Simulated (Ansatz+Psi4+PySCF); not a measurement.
## doublet H₃S: levels of theory in one basis

```yaml
atoms:
  - { symbol: H, position_ang: [1.2662, -0.2114, -0.0284] }
  - { symbol: S, position_ang: [-0.0074, 0.2368, -0.0257] }
  - { symbol: H, position_ang: [-0.4852, -1.1282, -0.0223] }
  - { symbol: H, position_ang: [-0.7880, -2.2247, -0.0098] }
```

Basis set: cc-pVTZ on H; cc-pV(T+d)Z on S (spherical functions). Left uncorrelated: 5 orbitals. Correlation on ROHF uses semicanonical orbitals with singles. Charge 0, multiplicity 2.

Computed with Ansatz (development build ahead of 0.2.0) and Psi4 1.11; each method stands on the lowest determinant of its kind that the runs found.

| method | E − E(ROHF) (eV) | <S²> of the determinant |
| --- | --- | --- |
| ROHF | 0.00 | 0.75 |
| UHF | -0.17 | 0.79 |
| ROHF-MP2 | -5.58 | – |
| UHF-MP2 | -5.58 | 0.79 |
